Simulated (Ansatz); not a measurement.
## Nickel, fcc: convergence with Fermi-Dirac smearing

Computed with Ansatz, r²SCAN, scalar-relativistic PAW, on the relaxed cell (a = 3.476 Å; ferromagnetic, net 0.74 μB per atom). Errors count from a run at 500 eV on a Γ-centred 25×25×25 mesh with Fermi-Dirac smearing of 0.05 eV, extrapolated to zero width. Fixed here: cutoff 500 eV, mesh 15×15×15.

```csv
width (eV),E(σ→0) error (meV/atom),F error (meV/atom),P (GPa),sphere moment (μB),SCF iterations
0.01,-0.9,-1.2,0.05,0.79,21
0.03,-1.1,-2.7,-0.03,0.78,18
0.1,-0.5,-20.4,0.28,0.78,18
0.2,-0.5,-79.7,1.07,0.76,18
0.3,4.2,-180.3,2.09,0.67,18
1.0,-259.2,-1824.4,19.94,0.00,21
```

Problem. What does the run at 0.6 give (width)?

Solution. E(σ→0) error (meV/atom): -46.8; F error (meV/atom): -733.5; P (GPa): 7.76; sphere moment (μB): 0.00; SCF iterations: 25.
